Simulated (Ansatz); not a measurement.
# BNH₃ radical (SMILES B[NH]): one structure at several levels

How do the functionals fare away from a minimum? The structure is a structure displaced at random from a GFN2-xTB minimum.

Program: Ansatz 0.2.0, Gaussian basis. Level of theory: single points in def2-TZVPP. These are calculated values, not measurements.

Cores are frozen in the correlated methods. Orbitals are unrestricted.

## (1) The system as given

5 atoms, charge 0, spin multiplicity 2.

Atoms are counted from 1 here; the program's logs count them from 0.

Bond lengths: B1–N2 1.278 Å, B1–H3 1.138 Å, B1–H4 1.155 Å, N2–H5 0.935 Å. Angles: N2–B1–H3 119.1°, N2–B1–H4 122.5°, H3–B1–H4 118.4°, B1–N2–H5 152.1°.

Geometry (Å):

```xyz
5
charge 0, multiplicity 2
B    -0.3052   -0.3317   -0.1001
N     0.5248    0.6404   -0.0792
H    -0.4090   -0.9907    0.8220
H    -0.9783   -0.5532   -1.0116
H     1.1671    1.1702    0.3472
```

## (2) CCSD(T)/def2-TZVPP

run/in.yaml reads:

```yaml
crystal:
  periodic: [false, false, false]
  atoms:
    - {symbol: B, position_ang: [-0.305200, -0.331700, -0.100100]}
    - {symbol: N, position_ang: [0.524800, 0.640400, -0.079200]}
    - {symbol: H, position_ang: [-0.409000, -0.990700, 0.822000]}
    - {symbol: H, position_ang: [-0.978300, -0.553200, -1.011600]}
    - {symbol: H, position_ang: [1.167100, 1.170200, 0.347200]}
basis:
  gaussian: {orbitals: def2-TZVPP}
magnetization: {spin_polarized: true, initial_magnetization: 1}
correlation: {method: ccsd_t}
scf: {omitted_lower_state_checks: [cluster_reference]}
output: {forces: true}
```

No record of the launch command was kept for these runs.

## (3) PBE0-D4/def2-TZVPP

Changes to run/in.yaml since step 2:

```diff
@@ -11,4 +11,3 @@
 magnetization: {spin_polarized: true, initial_magnetization: 1}
-correlation: {method: ccsd_t}
-scf: {omitted_lower_state_checks: [cluster_reference]}
-output: {forces: true}
+hamiltonian: {xc: pbe0, dispersion: d4}
+output: {forces: true, orbitals: {seedname: orbitals}}
```

## (4) wB97M-V/def2-TZVPP

Changes to run/in.yaml since step 3:

```diff
@@ -11,3 +11,3 @@
 magnetization: {spin_polarized: true, initial_magnetization: 1}
-hamiltonian: {xc: pbe0, dispersion: d4}
-output: {forces: true, orbitals: {seedname: orbitals}}
+hamiltonian: {xc: {name: wB97M-V}}
+output: {forces: true}
```

## (5) r2SCAN-D4/def2-TZVPP

Changes to run/in.yaml since step 4:

```diff
@@ -11,3 +11,3 @@
 magnetization: {spin_polarized: true, initial_magnetization: 1}
-hamiltonian: {xc: {name: wB97M-V}}
+hamiltonian: {xc: r2scan, dispersion: d4}
 output: {forces: true}
```

## (6) PBE-D4/def2-TZVPP

Changes to run/in.yaml since step 5:

```diff
@@ -11,3 +11,3 @@
 magnetization: {spin_polarized: true, initial_magnetization: 1}
-hamiltonian: {xc: r2scan, dispersion: d4}
+hamiltonian: {xc: pbe, dispersion: d4}
 output: {forces: true}
```

## (7) BLYP-D4/def2-TZVPP

Changes to run/in.yaml since step 6:

```diff
@@ -11,3 +11,3 @@
 magnetization: {spin_polarized: true, initial_magnetization: 1}
-hamiltonian: {xc: pbe, dispersion: d4}
+hamiltonian: {xc: {name: BLYP}, dispersion: d4}
 output: {forces: true}
```

## (8) r2SCANh-D4/def2-TZVPP

Changes to run/in.yaml since step 7:

```diff
@@ -11,3 +11,3 @@
 magnetization: {spin_polarized: true, initial_magnetization: 1}
-hamiltonian: {xc: {name: BLYP}, dispersion: d4}
+hamiltonian: {xc: {name: r2SCANh}, dispersion: d4}
 output: {forces: true}
```

(Steps that only read results are left out.)

Q: Predict the outcome of this session. Wanted: energy less free atoms, CCSD(T)/def2-TZVPP; RMS force component; RMS force error; HOMO and LUMO, PBE0-D4; T1 diagnostic.

As calculated:

```
                                  quantity                                                                                              value
energy less free atoms, CCSD(T)/def2-TZVPP                                                                                    -359.4 kcal/mol
                       RMS force component                                                               1.282 to 1.419 eV/Å over the methods
                           RMS force error  PBE0-D4 0.293, wB97M-V 0.217, r2SCAN-D4 0.302, PBE-D4 0.435, BLYP-D4 0.356, r2SCANh-D4 0.269 eV/Å
                    HOMO and LUMO, PBE0-D4                                                                                 -7.95 and -3.23 eV
                             T1 diagnostic                                                                                              0.030
```

Against CCSD(T) the functionals' energies less atoms differ by -27.3 to -17.7 kcal/mol, PBE-D4 by -27.3 kcal/mol. CCSD(T) in triple zeta still lacks some correlation energy of the bonds, so part of these gaps is its own basis error and they don't rank the functionals. The forces of wB97M-V come nearest to CCSD(T), those of PBE-D4 are farthest.
